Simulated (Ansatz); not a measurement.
# C₄H₉ radical: one species, many methods

One table from this session's results is given with a row withheld; the runs are named, their logs left out.

Computed with Ansatz 0.2.0, Gaussian basis. Level: functionals in def2-TZVPP, the program's frozen cores in correlated methods.

Plan: LDA (SPW92), PBE-D4, revPBE-D4, BLYP-D4, r2SCAN-D4, B97M-V, PBE0-D4, B3LYP-D4, r2SCANh-D4, r2SCAN0-D4, HSE06-D4, BHLYP-D4, CAM-B3LYP-D4, LC-ωPBE, ωB97X-V, ωB97M-V, B2PLYP, PBE-QIDH; CCSD(T)/def2-SVP; CCSD(T)/def2-TZVPP; MP2/def2-QZVPP; extrapolation to the limit; RPA on PBE.

**Structure used throughout**

An earlier PBE0-D4 in a triple-zeta def2 set relaxation fixed the geometry.

SMILES `C[C](C)C`, 13 atoms, charge 0, spin multiplicity 2.

Atoms are counted from 1 here; the program's logs count them from 0.

Bond lengths: C1–C2 1.485 Å, C1–H5 1.094 Å, C1–H6 1.094 Å, C1–H7 1.104 Å, C2–C3 1.485 Å, C2–C4 1.485 Å, C3–H8 1.094 Å, C3–H9 1.104 Å, C3–H10 1.094 Å, C4–H11 1.104 Å, C4–H12 1.094 Å, C4–H13 1.094 Å. Angles: C2–C1–H5 111.8°, C2–C1–H6 111.8°, C2–C1–H7 111.7°, H5–C1–H6 108.3°, H5–C1–H7 106.5°, H6–C1–H7 106.5°, C1–C2–C3 118.7°, C1–C2–C4 118.7°, C3–C2–C4 118.7°, C2–C3–H8 111.8°, C2–C3–H9 111.7°, C2–C3–H10 111.8°, H8–C3–H9 106.5°, H8–C3–H10 108.3°, H9–C3–H10 106.5°, C2–C4–H11 111.7°, C2–C4–H12 111.8°, C2–C4–H13 111.8° and more.

The first run:

Contents of in.yaml:

```yaml
crystal:
  periodic: [false, false, false]
  atoms:
    - {symbol: C, position_ang: [-0.985116, 1.085217, -0.139254]}
    - {symbol: C, position_ang: [-0.082532, -0.051717, 0.173724]}
    - {symbol: C, position_ang: [1.268164, 0.239172, 0.718005]}
    - {symbol: C, position_ang: [-0.312790, -1.352483, -0.504675]}
    - {symbol: H, position_ang: [-2.026799, 0.763607, -0.226539]}
    - {symbol: H, position_ang: [-0.929491, 1.868372, 0.622146]}
    - {symbol: H, position_ang: [-0.723346, 1.562684, -1.099242]}
    - {symbol: H, position_ang: [1.710458, -0.639515, 1.195975]}
    - {symbol: H, position_ang: [1.969887, 0.550826, -0.074795]}
    - {symbol: H, position_ang: [1.244187, 1.052704, 1.448579]}
    - {symbol: H, position_ang: [0.080706, -1.350972, -1.535829]}
    - {symbol: H, position_ang: [-1.378307, -1.587577, -0.579480]}
    - {symbol: H, position_ang: [0.185280, -2.175120, 0.016283]}
basis:
  gaussian: {orbitals: def2-TZVPP}
magnetization: {spin_polarized: true, initial_magnetization: 1}
hamiltonian: {xc: lda}
output: {orbitals: {seedname: orbitals}}
```

The run is started by

```bash
> ansatz run in.yaml --threads 2 --pin off --events-out ev --progress --plain --max-ram 31744MiB --backend cpu
```

Steps of the session up to this table: LDA; PBE-D4 (GGA); revPBE-D4 (GGA); BLYP-D4 (GGA); r2SCAN-D4 (meta-GGA); B97M-V (meta-GGA); PBE0-D4 (hybrid); B3LYP-D4 (hybrid); r2SCANh-D4 (hybrid); r2SCAN0-D4 (hybrid); HSE06-D4 (hybrid); BHLYP-D4 (hybrid); CAM-B3LYP-D4 (range-separated); LC-ωPBE (range-separated); ωB97X-V (range-separated); ωB97M-V (range-separated); B2PLYP (double hybrid); PBE-QIDH (double hybrid).

One table of the session follows, with a row left open; its other results are not shown here.

It belongs to the step «Frontier levels by functional». 

| functional | HOMO (eV) | gap (eV) |
| --- | --- | --- |
| LDA (SPW92) | -3.62 | 1.32 |
| PBE-D4 | -3.71 | 1.88 |
| revPBE-D4 | -3.70 | 1.99 |
| BLYP-D4 | -3.57 | 1.73 |
| r2SCAN-D4 | -4.11 | 2.98 |
| B97M-V | -3.94 | 2.44 |
| PBE0-D4 | -5.00 | 4.39 |
| B3LYP-D4 | ? | ? |
| r2SCANh-D4 | -4.59 | 3.86 |
| r2SCAN0-D4 | -5.32 | 5.19 |
| HSE06-D4 | -4.60 | 3.60 |
| BHLYP-D4 | -6.18 | 6.67 |
| CAM-B3LYP-D4 | -6.30 | 6.70 |
| LC-ωPBE | -7.71 | 9.57 |
| ωB97X-V | -7.19 | 8.56 |
| ωB97M-V | -6.99 | 8.18 |

Estimate the missing values for B3LYP-D4.

Worked estimate for «HOMO (eV)». Against the share of exact exchange, BLYP-D4 (0, -3.57), BHLYP-D4 (0.5, -6.18) give a slope of -5.22 per unit share; at 0.2 the line stands at -4.61.

The run gave: HOMO (eV): -4.74; gap (eV): 3.69. In «HOMO (eV)» the line misses by +0.13.
